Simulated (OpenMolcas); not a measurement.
# How basis sets differ on CF+ (SMILES [C+]F)

CF+: 2 atoms, total charge +1, spin state singlet. SMILES: `[C+]F`. The shape is that of a PBE0-D4/def2-TZVP optimisation.

```xyz
2

C     0.4923   -0.1608    0.2532
F    -0.4923    0.1608   -0.2532
```

Quantity: the HOMO–LUMO gap, in eV. The values are calculated.

```json
{"level": "HF/ANO-R0 (sfX2C)", "kind": "Hartree–Fock", "program": "OpenMolcas", "value (eV)": "18.38", "CPU time": "1.7 s"}
{"level": "HF/STO-3G", "kind": "Hartree–Fock", "program": "OpenMolcas", "value (eV)": "19.21", "CPU time": "2.2 s"}
{"level": "HF/3-21G", "kind": "Hartree–Fock", "program": "OpenMolcas", "value (eV)": "18.73", "CPU time": "2.3 s"}
{"level": "HF/aug-cc-pVTZ", "kind": "Hartree–Fock", "program": "OpenMolcas", "value (eV)": "19.06", "CPU time": "11 s"}
```

The values span 18.38 to 19.21 eV. Orbital gaps aren't excitation energies. CPU times are rough (shared hosts, several kinds of processor): they show what a rung costs within a factor of a few.
